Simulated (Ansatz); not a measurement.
C$_{4}$H$_{6}$S, SMILES `CC1C=CS1` at its PBE0-D4/def2-TZVP geometry, where that method's forces vanish. The species carries charge 0 and has multiplicity 1.

```xyz
11

C     0.4091   -0.7347    1.2541
C     0.5247   -0.1913   -0.1475
C    -0.7406    0.0046   -0.9313
C    -0.6797    1.3228   -1.1268
S     0.8249    1.6405   -0.2689
H     1.3635   -0.6789    1.7818
H    -0.3368   -0.1770    1.8231
H     0.1048   -1.7854    1.2199
H     1.3046   -0.7033   -0.7187
H    -1.4691   -0.7345   -1.2410
H    -1.3054    2.0370   -1.6447
```

(1) What forces (eV/Å) does r2SCAN-D4/def2-TZVPP give on these atoms in Ansatz 0.2.0? (Estimate.)

## Answers

(1) The calculation gave: 
```
C1   0.000 -0.031  0.125
C2   0.025 -0.238 -0.049
C3  -0.119 -0.259 -0.020
C4  -0.097  0.215 -0.091
S5   0.166  0.305  0.044
H6  -0.015 -0.003 -0.003
H7   0.010 -0.011 -0.010
H8   0.003  0.014 -0.007
H9   0.013  0.002  0.005
H10  0.001 -0.010  0.002
H11  0.013  0.016  0.004
```
